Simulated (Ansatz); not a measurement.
hcp Ru, treated with r²SCAN-D4 in Ansatz (PAW).

Numerical settings: plane-wave cutoff 560 eV, 24×24×14 k mesh (along the axes of the cell as run), Fermi–Dirac smearing 0.05 eV, no spin polarisation, scalar-relativistic PAW data made under PBE.

The cell is scaled about its equilibrium volume:

Shape and atoms are relaxed at each volume.

```
V (Å³/atom)  P (GPa)  c (Å)  a (Å)
-----------  -------  -----  -----
12.886         15.45  4.203  2.661
13.155          7.28  4.229  2.680
13.423          0.00  4.255  2.699
13.692         -6.47  4.280  2.718
13.960        -12.24  4.305  2.737
```

Note: the bulk modulus comes from volumes at which shape and atoms were relaxed.

Ansatz is a first-principles code.
